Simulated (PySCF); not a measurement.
Molecule: `CC(C)C`, C$_{4}$H$_{10}$.

Mapped SMILES: `[CH3:1][CH:2]([CH3:3])[CH3:4]`. Hydrogens are named by the atom that carries them.

Spin–spin couplings on one PBE0-D3(BJ)/def2-SVP geometry, PySCF 2.14.0 with density-fitted response routines, gas phase, non-relativistic, equivalent pairs averaged (without the spin–dipole term); isotopes ¹³C, ¹H; functional B3LYP.

Reference values (Hz): ¹J(C1,H(C1)) = 124.0 (measured; Jessen and Sauer, arXiv:2312.00705).

How do the couplings (Hz) change with the basis set? Times are CPU seconds on shared hosts with different chips, so compare them loosely. Far from the basis limit: 6-31G*, pcJ-0, 6-31G-J, def2-TZVP, cc-pVTZ.

## Answers


```
basis set  functions  ¹J(C1,H(C1))  abs. error  core-s
   6-31G*         76         140.0        16.0     4.6
    pcJ-0         82         112.6        11.4     5.1
  6-31G-J         88         134.9        10.9       6
def2-TZVP        184         123.5         0.5      17
    pcJ-1        208         131.3         7.3      18
  cc-pVTZ        260         117.1         6.9      28
```

Errors compare magnitudes, without vibrational corrections. Closest: def2-TZVP; furthest: 6-31G*.

The Fermi-contact term samples the wavefunction at the nucleus, which is why sets with added tight s functions (names with J) are made for couplings. Agreement of an ordinary basis with the reference is then largely a cancellation of errors.
